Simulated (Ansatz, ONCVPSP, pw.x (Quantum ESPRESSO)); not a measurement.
## Mo: one change to the ONCV potential, in the atom and in the bcc crystal

* Element: Mo
* Generator: ONCVPSP 4.0.1.1 (patched build)
* Type: optimised norm-conserving Vanderbilt (ONCV)
* Functional: PBE
* Relativity: scalar-relativistic
* Frozen core: [Ar] 3d10
* Valence charge: 14
* Reference configuration: 4s2 4p6 4d5 5s0.75 5p0.25
* Partial waves: 4s+5s: rc 1.95 bohr, ncon 4, nbas 7, qcut 7.2 1/bohr, 2 projectors; 4p+5p: rc 2.15 bohr, ncon 3, nbas 6, qcut 5.3 1/bohr, 2 projectors; 4d: rc 2.45 bohr, ncon 4, nbas 9, qcut 5.4 1/bohr, 2 projectors, debl 3.9 Ha
* Local potential: polynomial inside 1.45 bohr (lpopt 5, dvloc0 0 Ha)
* Core correction: Teter function fitted to the true core (icmod 2), fcfact 0.2

Change: s: qcut 7.8; p: qcut 5.7; d: qcut 5.8.

Cutoffs, loose and tight: the cutoffs (Ha) at which the residual kinetic energy of the hardest occupied pseudo-wave falls to 1 and 0.1 mHa per electron. They do not see the model core or the augmentation charge, which bear on the density cutoff. Test errors are all-electron minus pseudo excitation energies from the reference, over the configurations 4s2 4p6 4d5 5s1 5p0; 4s2 4p6 4d5 5s0 5p0; 4s2 4p6 4d4 5s0 5p0; 4s1 4p6 4d5 5s1 5p0; variants that change the core or the reference have their own tests.

Crystal test: bcc Mo in pw.x 7.5, no spin, 15³ k-points, Fermi–Dirac smearing 0.01 Ry, cutoffs set for each file from its atomic test. The reference is all-electron LAPW (Ansatz 0.2.0) with the same functional, mesh and smearing; V0 and B0 come from Birch–Murnaghan fits to the pressures at five volumes. Errors are pseudo minus all-electron; Δ is the rms difference of the E(V) curves that follow from these fits, minima aligned, over ±6 % about the mean V0. Mesh and smearing are coarse, so the numbers serve the comparison and aren't converged zero-temperature values; the lattice is a test structure that the element need not adopt.

All-electron: a0 = 3.162 Å (V0 = 15.80 Å³/atom), B0 = 259.2 GPa.

**Question.** Does the change bring the crystal closer to the all-electron result?

**Answer.** The mean pressure error goes from +2.37 to +1.86 GPa, so the change moves the solid closer to the all-electron pressures.

| quantity | base | changed |
| --- | --- | --- |
| outcome (atom) | generated | generated |
| cutoff, loose (atom) | 15 Ha | 17 Ha |
| cutoff, tight (atom) | 19 Ha | 21 Ha |
| bound ghosts (atom) | none | none |
| largest test error (meV) (atom) | -424 over the solved tests; 1 of 4 tests not solved or not reliable | -335 over the solved tests; 1 of 4 tests not solved or not reliable |
| cutoffs in pw.x (Ry) | 50/200 | 50/200 |
| a0 (Å) | 3.171 | 3.169 |
| a0 error (%) | +0.30 | +0.24 |
| B0 error (%) | -0.9 | -0.6 |
| Δ (meV/atom) | 8.1 | 6.3 |
| mean pressure error (GPa) | +2.37 | +1.86 |

Base: Atomic configuration tests: 1 of 4 tests not solved or not reliable. Changed file: Atomic configuration tests: 1 of 4 tests not solved or not reliable.
